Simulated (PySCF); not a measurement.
**Aluminium: a sound run and one with changed settings**

Sound run: Al [Ne] 3s2 3p1, Al⁺ [Ne] 3s2. Calculation: PySCF 2.14, in cc-pVTZ-DK (5s4p2d1f, 34 functions); scalar relativity by spin-free X2C-1e. In the sound run the correlated levels freeze [Ne]. The sound run starts from symmetry-adapted Hartree-Fock orbitals and uses a fine grid where one is needed.

Changed run: no relativity, point nucleus. This setting is unsound on purpose.

```json
{"species": "Al", "method": "UHF", "sound run (hartree)": "-242.31440", "changed run (hartree)": "-241.78741", "converged": "yes"}
{"species": "Al", "method": "B3LYP", "sound run (hartree)": "-242.82985", "changed run (hartree)": "-242.30323", "converged": "yes"}
{"species": "Al", "method": "PBE0", "sound run (hartree)": "-242.69189", "changed run (hartree)": "-242.16523", "converged": "yes"}
{"species": "Al", "method": "MP2", "sound run (hartree)": "-242.35024", "changed run (hartree)": "-241.82325", "converged": "yes"}
{"species": "Al", "method": "CCSD(T)", "sound run (hartree)": "-242.36649", "changed run (hartree)": "-241.83955", "converged": "yes"}
{"species": "Al⁺", "method": "UHF", "sound run (hartree)": "-242.10908", "changed run (hartree)": "-241.58170", "converged": "yes"}
{"species": "Al⁺", "method": "B3LYP", "sound run (hartree)": "-242.60921", "changed run (hartree)": "-242.08218", "converged": "yes"}
{"species": "Al⁺", "method": "PBE0", "sound run (hartree)": "-242.46855", "changed run (hartree)": "-241.94147", "converged": "yes"}
{"species": "Al⁺", "method": "MP2", "sound run (hartree)": "-242.13677", "changed run (hartree)": "-241.60941", "converged": "yes"}
{"species": "Al⁺", "method": "CCSD(T)", "sound run (hartree)": "-242.14850", "changed run (hartree)": "-241.62120", "converged": "yes"}
```

Ionisation energy of Al:

```
 method  sound run (eV)  changed run (eV)
    UHF           5.587             5.598
  B3LYP           6.004             6.015
   PBE0           6.077             6.089
    MP2           5.809             5.819
SCS-MP2           5.793             5.803
   CCSD           5.901             5.910
CCSD(T)           5.932             5.942
```

Most of the change in total energy is the relativistic energy itself. On top of that the contraction fixes the core shape for the Hamiltonian it was made with, so the changed run is not a good calculation with the other Hamiltonian either.

For comparison, NIST gives 5.986 eV between the lowest levels.
